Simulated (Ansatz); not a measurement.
System: rock-salt MgS. Method: PBEsol in Ansatz (PAW).

Numerical settings: plane-wave cutoff 500 eV, 6×8×1 k mesh (along the axes of the cell as run), gaussian smearing 0.02 eV, scalar-relativistic PAW data made under PBE.

What does this level give for the surface energy of the (110) face and ionisation potential of the slab?


- surface energy of the (110) face: 1.02 J/m²
- ionisation potential of the slab: 5.08 eV

The slab of 16 atoms is relaxed and unreconstructed.

The computed numbers hold no vibrational or temperature effects.

Ansatz is an electronic-structure program.
